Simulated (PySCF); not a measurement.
1,3-hexadiyne, C6H6.
Geometry (PBE0-D3(BJ)/def2-SVP, Å), atoms numbered from 1 in this order:
```
atom  x, y, z in Å
C1     3.823   -0.627    0.892
C2     2.669   -0.477    0.534
C3     1.369   -0.306    0.133
C4     0.216   -0.158   -0.232
C5    -1.169    0.033   -0.632
C6    -2.062    0.545    0.498
H7     4.841   -0.760    1.208
H8    -1.560   -0.924   -1.020
H9    -1.197    0.735   -1.484
H10   -2.072   -0.160    1.342
H11   -3.095    0.671    0.142
H12   -1.706    1.515    0.873
```

Linear response at CAM-B3LYP/def2-SVPD (PySCF, frozen core in the response, non-relativistic).

Static isotropic polarisability: 77.54 au (11.49 Å³), principal values 49.1, 52.2, 131.3 au.

(1) What is the polarisability at 1064 nm and at the sodium D line?

(2) What is the isotropic C6 coefficient between two such molecules, C6 = (3/π)∫α(iω)² dω?

(3) Which effective excitation energy ω̄ makes London's formula C6 = (3/4)α²ω̄ exact here?

(4) What three-body coefficient follows from the one-pole estimate C9 = (3/4)·α·C6?

(5) The lowest 6 singlets have (eV, f): 4.67, 0.000; 4.88, 0.000; 4.88, 0.000; 6.86, 0.000; 6.91, 0.034; 7.18, 0.000. What share of the static polarisability do they carry in the sum over states α = Σ f/ω²?

(6) What n − 1 at the D line would an ideal gas of it have at 273.15 K and 1 atm (2.6868 × 10¹⁹ cm⁻³), by n − 1 = 2π·N·α′?

(7) What does −C6/R⁶ come to at R = 12 Å between centres?

(8) What molar refraction at the D line follows from R = (4π/3)·N_A·α′, with α′ the polarisability volume?

## Answers

(1) 78.53 au at 1064 nm (+1.3 %), 80.93 au at 589.3 nm (+4.4 %). The rise at 589.3 nm is 3.41 times that at 1064 nm; a pure ω² law gives 3.26. The lowest singlet lies at 265 nm, shorter than both wavelengths.

(2) 2059 au (Eh·bohr⁶) by a ten-point quadrature over imaginary frequencies, which is 1230 eV·Å⁶ or 119 J·nm⁶/mol.

(3) ω̄ = 4·C6/(3α²) = 0.457 Eh = 12.4 eV. A one-pole form α(ω) = α/(1 − ω²/ω̄²) fitted to the 1064 nm value gives 10.4 eV. London's choice of the ionisation energy (9.24 eV, ΔSCF at the same level) gives C6 = 1530 au, 26 % too low.

(4) 120000 au. This is an estimate from the two numbers above, not a computed integral.

(5) 0.54 au, 0.7 % of α; the largest term, 0.52 au, is that of the state at 6.91 eV. Their oscillator strengths add up to 0.03. Higher states carry the rest.

(6) 20.24 × 10⁻⁴, a formal value whether or not that pressure can be reached.

(7) -40 J/mol. This is the leading, orientation-averaged term; C8 and higher terms are left out.

(8) α′ = 11.99 Å³ gives R = 30.25 cm³/mol, for isolated, non-vibrating species.
